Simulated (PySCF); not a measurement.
**LiP⁺: one state, many levels of theory**

State: ⁴Σ⁻ (quartet), unpaired electrons σ ↑, π ↑↑. Set-up: basis Li def2-TZVP, P def2-TZVP; no relativity; PySCF 2.14. De refers to Li⁺ + P in their high-spin ground configurations, without counterpoise correction. The functionals are run spin-unrestricted. A positive dipole points towards P; it is taken about the centre of mass and depends on that origin.

| Level | Re (Å) | ωe (cm⁻¹) | De (eV) | μ (D) | CPU s a point (SCF and correlation, without the integrals) |
| --- | --- | --- | --- | --- | --- |
| UHF | 2.682 | 241 | 0.337 | -8.38 | 0.19 |
| UHF-MP2 | 2.676 | 240 | 0.335 | n/a | 0.3 |
| UHF-SCS-MP2 | 2.680 | 239 | 0.332 | n/a | n/a |
| UHF-CCSD | 2.672 | 241 | 0.336 | n/a | n/a |
| UHF-CCSD(T) | 2.671 | 241 | 0.337 | n/a | 2.8 |
| PBE | 2.639 | 252 | 0.429 | -7.97 | 0.67 |
| PW91 | 2.631 | 256 | 0.450 | -7.92 | 0.47 |
| r²SCAN | 2.670 | 239 | 0.347 | -8.26 | 0.83 |
| TPSSh | 2.636 | 256 | 0.406 | -8.03 | 0.94 |
| PBE0 | 2.631 | 255 | 0.403 | -8.02 | 1.2 |
| LC-ωPBE | 2.622 | 259 | 0.381 | -8.06 | 0.77 |
| B2PLYP | 2.640 | 252 | 0.390 | -8.10 | 0.63 |

Problem. Which functional lies closest to UHF-CCSD(T) in De, which farthest, and by how much do they differ from it?

Solution. Closest is r²SCAN (-0.1 pm in Re, -0.8 % in ωe, +0.01 eV in De against UHF-CCSD(T) in the same basis), farthest PW91 (-4.0 pm in Re, +6.2 % in ωe, +0.11 eV in De). CCSD(T) converges more slowly with the basis than the functionals do and binds too weakly in this one, so the order can change at the basis-set limit.

Problem. What does a quarter of exact exchange do here, going from PBE to PBE0?

Solution. PBE0 less PBE: -0.8 pm in Re, +1.2 % in ωe, -0.03 eV in De. Exact exchange removes part of the self-interaction that spreads semilocal densities, and in most molecules shortens and stiffens the bond and lowers De; so it does here.

Problem. What does the step from GGA to meta-GGA do here, going from PBE to r²SCAN?

Solution. r²SCAN less PBE: +3.1 pm in Re, -5.2 % in ωe, -0.08 eV in De. 

Correlated steps freeze 5 core orbitals. The bond is weak. Basis-set superposition, not corrected here, can be much of De in a small basis, most of all at correlated wavefunction levels. For an ion De counts to the pair picked by the measured ionisation energies or electron affinities, which need not be the lowest pair at this level. B2PLYP dipoles, levels and charges come from its SCF part alone. The state was picked by a PBE0 search and need not be the measured ground state.

The whole job (state search and all levels along the bond) took about 2.2 min on 1 thread of Oxide Virtual Turin-like (shared host), peak memory 0.65 GiB.
